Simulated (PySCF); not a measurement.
Species, as SMILES: S (H2S).
Geometry (B3LYP-D3(BJ)/def2-TZVP, fixed):
```xyz
3

S      0.0018     0.0003     0.1031
H     -0.0075     0.9678    -0.8277
H     -0.0219    -0.9726    -0.8218
```
Charge 0, spin multiplicity 1.

Basis-set convergence of the isotropic shielding of H2 at PBE0 with PySCF. GIAO, no density fitting; atoms are numbered in the order shown. All functions are spherical. No added dispersion term, no relativity. Reference: the value in pcSseg-3, 30.45 ppm, itself unsure by roughly 0.02 ppm (its mean distance from cc-pCVQZ, pcseg-3, pcSseg-2). Deviations are taken from unrounded values.

```csv
basis,functions,isotropic shielding of H2 (ppm)
6-31G*,22,31.43
6-31+G*,26,31.43
def2-SVP,28,30.98
def2-SVPD,43,30.87
pcseg-1,28,30.63
aug-pcseg-1,45,30.77
cc-pV(D+d)Z,33,30.71
aug-cc-pV(D+d)Z,50,30.79
6-311G**,38,30.70
6-311+G**,42,30.76
def2-TZVP,49,30.76
def2-TZVPD,64,30.80
pcseg-2,62,30.51
aug-pcseg-2,96,30.58
cc-pV(T+d)Z,67,30.55
aug-cc-pV(T+d)Z,101,30.54
def2-TZVPP,70,30.54
def2-TZVPPD,85,30.55
cc-pV(Q+d)Z,124,30.51
aug-cc-pV(Q+d)Z,181,30.50
def2-QZVPP,130,30.51
def2-QZVPPD,145,30.52
pcseg-3,130,30.47
aug-pcseg-3,187,30.47
```

What the diffuse functions change, pair by pair:
- 6-31G* to 6-31+G*: 4 more functions, deviation 0.98 to 0.98 ppm
- def2-SVP to def2-SVPD: 15 more functions, deviation 0.52 to 0.42 ppm
- pcseg-1 to aug-pcseg-1: 17 more functions, deviation 0.17 to 0.32 ppm
- cc-pV(D+d)Z to aug-cc-pV(D+d)Z: 17 more functions, deviation 0.26 to 0.33 ppm
- 6-311G** to 6-311+G**: 4 more functions, deviation 0.25 to 0.31 ppm
- def2-TZVP to def2-TZVPD: 15 more functions, deviation 0.30 to 0.34 ppm
- pcseg-2 to aug-pcseg-2: 34 more functions, deviation 0.06 to 0.12 ppm
- cc-pV(T+d)Z to aug-cc-pV(T+d)Z: 34 more functions, deviation 0.10 to 0.09 ppm
- def2-TZVPP to def2-TZVPPD: 15 more functions, deviation 0.09 to 0.09 ppm
- cc-pV(Q+d)Z to aug-cc-pV(Q+d)Z: 57 more functions, deviation 0.06 to 0.05 ppm
- def2-QZVPP to def2-QZVPPD: 15 more functions, deviation 0.06 to 0.06 ppm
- pcseg-3 to aug-pcseg-3: 57 more functions, deviation 0.01 to 0.01 ppm

They bring the value nearer the reference by more than 0.02 ppm in 1 of 12 pairs.
